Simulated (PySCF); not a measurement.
Species: 1,3,5-triazine, C3H3N3.
SMILES: `c1ncncn1`

A linear-response calculation (PySCF, def2-SVPD basis, gas phase, vertical, core orbitals frozen in the response) gave these numbers; the functional is withheld.

Orbital energies (eV): HOMO-3 -11.12, HOMO-2 -11.12, HOMO-1 -9.60, HOMO -9.60, LUMO -0.57, LUMO+1 -0.57, LUMO+2 1.38.

```tsv
state	E (eV)	f	main configurations (H = HOMO, L = LUMO)
S1	4.74	0.0000	H-1/H→L (≥44%), H-1/H→L+1 (≥42%)
S2	4.83	0.0000	H-1/H→L+1 (≥43%), H-1/H→L (≥42%)
S3	4.83	0.0000	H-1/H→L+1 (≥44%), H-1/H→L (≥41%)
S4	4.86	0.015	H-1/H→L (≥43%), H-1/H→L+1 (≥42%)
S5	6.34	0.0000	H-3/H-2→L (≥50%), H-3/H-2→L+1 (≥39%)
S6	7.24	0.0000	H-3/H-2→L+1 (≥48%), H-3/H-2→L (≥38%)
```

Triplets, Tamm–Dancoff:

```
state  E (eV)  λ (nm)  main configurations (H = HOMO, L = LUMO)
   T1    4.22   294.1          H-1/H→L+1 (≥42%), H-1/H→L (≥42%)
   T2    4.40   281.7          H-1/H→L (≥48%), H-1/H→L+1 (≥48%)
   T3    4.40   281.7          H-1/H→L (≥48%), H-1/H→L+1 (≥48%)
```

Vertical ionisation energy by ΔSCF with the same functional: 10.60 eV. Mean static polarisability: 50.0 au.

Orbitals of the list HOMO-3 to LUMO+2 that lie within 0.01 eV of each other are written together with a slash and their weights summed (≥ marks a lower bound); for degenerate orbitals outside that list single weights are arbitrary.

Question: Name the functional.
A. HF
B. B3LYP
C. PBE
D. CAM-B3LYP

Answer: D. CAM-B3LYP is range-separated, 19% exact exchange at short range and 65% at long range (ω = 0.33 bohr⁻¹). In this run −ε(HOMO) = 9.60 eV differs from the ΔSCF value by -1.00 eV, and S1 differs from the orbital gap of 9.03 eV by -4.29 eV. The ratio −ε(HOMO)/IP is 0.91. Small neutral molecules mostly give 0.85 to 0.93 with CAM-B3LYP, 0.5 to 0.7 with PBE, 0.67 to 0.83 with B3LYP; with Hartree–Fock the ratio is 1 or more (Koopmans' value less the relaxation energy is the ΔSCF value). The other options: PBE, a GGA without exact exchange; HF, time-dependent Hartree–Fock, 100% exact exchange; B3LYP, a global hybrid with 20% exact exchange.

Level of theory: TDDFT CAM-B3LYP/def2-SVPD, vertical, gas phase, core orbitals frozen in the response in PySCF. Isolated species at its PBE0-D3(BJ)/def2-SVP geometry, gas phase.
